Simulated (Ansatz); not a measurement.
bcc K, treated with r²SCAN (Ansatz, an electronic-structure program, PAW).

Run with plane-wave cutoff 600 eV, 12×12×12 k mesh, Fermi–Dirac smearing 0.1 eV, finite displacements, scalar-relativistic PAW data made under PBE.

Computed at the level's own relaxed cell.

Harmonic phonon frequencies (cm⁻¹; i marks an imaginary mode):

```json
[
 {"q point": "H", "frequencies": "75 75 75"},
 {"q point": "N", "frequencies": "[?]"}
]
```

Some entries are withheld; supply them.


- N, frequencies: 19 49 78

No imaginary mode appears at these points.
